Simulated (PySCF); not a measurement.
# C4H5F: the cost of one run

The runs use PySCF 2.14.0, with density-fitted response routines of our own; the level of theory stands in each step. All values are computed, except where a source is named. Atoms are numbered from 0 throughout.

## (1) Starting geometry

10 atoms, charge 0, multiplicity 1; geometry from: GFN2-xTB. The atoms were then displaced at random by about 0.01 Å, so the start is not that level's minimum.

Bonds of the start (Å): F0–C1 1.36, C1–C2 1.32, C2–C3 1.41, C3–C4 1.50, C4–C2 1.45, C1–H5 1.07, C3–H6 1.09, C3–H7 1.09, C4–H8 1.07, C4–H9 1.10.

## (2) Geometry optimisation at PBE0-D3(BJ)/def2-SVP

What the job is given:

```
{"job": {"xc": "PBE0", "basis": "def2-SVP", "d3": "d3bj", "grid": 1, "shake": 0.01, "kind": "geom"}, "charge": 0, "multiplicity": 1}
F      2.504430     0.703900     0.411360
C      1.622840    -0.240220    -0.005940
C      0.315760    -0.061340    -0.015580
C     -0.958970    -0.605990    -0.289810
C     -0.828920     0.788140     0.243260
H      2.148350    -1.123380    -0.316340
H     -1.369220    -1.375690     0.371570
H     -1.272620    -0.729200    -1.322990
H     -1.010150     1.635500    -0.387760
H     -1.101050     0.987350     1.291180
```

Started as:

```console
$ OMP_NUM_THREADS=1 python probes_run.py task.json out
```

One launch serves the whole session: the jobs run in the order shown.

**Question.** How long does this first job take on 1 thread of Arm Neoverse V2, shared host, and how much memory does it need?

About 29 s, with a peak of 0.39 GiB.
